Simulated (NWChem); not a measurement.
methanethiol (CH4S); SMILES SC

```xyz
6

C      0.0074     1.1441     0.0000
S      0.0737    -0.6669     0.0000
H     -0.4860     1.5372     0.8999
H      1.0505     1.4893     0.0000
H     -0.4860     1.5372    -0.8999
H     -1.2593    -0.8806     0.0000
```
Atoms are numbered in this order, from 1.

Level: PBE0/def2-SVP (NWChem), optimised geometry, unscaled harmonic frequencies. 

```
frequency (cm⁻¹)  IR intensity (km/mol)
----------------  ---------------------
258                                19.7
733                                 2.1
804                                 0.6
966                                 5.8
1096                               15.9
1341                                3.5
1447                                7.4
1461                                9.8
2716                                5.5
3069                               20.5
3179                                6.0
3187                                2.7
```

zero-point energy: 28.9 kcal/mol
thermal correction to the enthalpy at 298.15 K (with zero-point energy): 31.8 kcal/mol
heat capacity Cv: 10.1 cal/(mol K)
entropy at 298.15 K and 1 atm (symmetry number 1): 60.4 cal/(mol K)
dipole moment: 1.58 D

Rigid rotor and harmonic oscillator.
